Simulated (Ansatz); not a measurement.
This Ansatz (a first-principles code) input (MP2/aug-pcseg-3) gives -437.57363 Eh with 321 basis functions. A basis named .json is the Basis Set Exchange file of that set (core-valence sets with the plain set on hydrogen).

Ansatz 0.2 input:
```yaml
crystal:
  periodic: [false, false, false]
  atoms:
    - {symbol: C, position_ang: [-0.02414292, 1.12315603, 0.01877293]}
    - {symbol: S, position_ang: [0.01525850, -0.70984264, -0.01186463]}
    - {symbol: H, position_ang: [-1.05021111, 1.51794223, 0.00835545]}
    - {symbol: H, position_ang: [0.46073541, 1.53526110, 0.91534586]}
    - {symbol: H, position_ang: [0.49019726, 1.56534275, -0.84650488]}
basis:
  gaussian:
    orbitals: aug-pcseg-3
total_charge: -1
magnetization: {spin_polarized: false}
correlation: {method: mp2, electrons: outside_noble_gas}
```

Change:
```diff
- orbitals: aug-pcseg-3
+ orbitals: aug-cc-pV_Q+d_Z.json
```

What does the run give now?

-437.58428 Eh (MP2/aug-cc-pV(Q+d)Z, 307 functions), a change of -10.65 mEh.
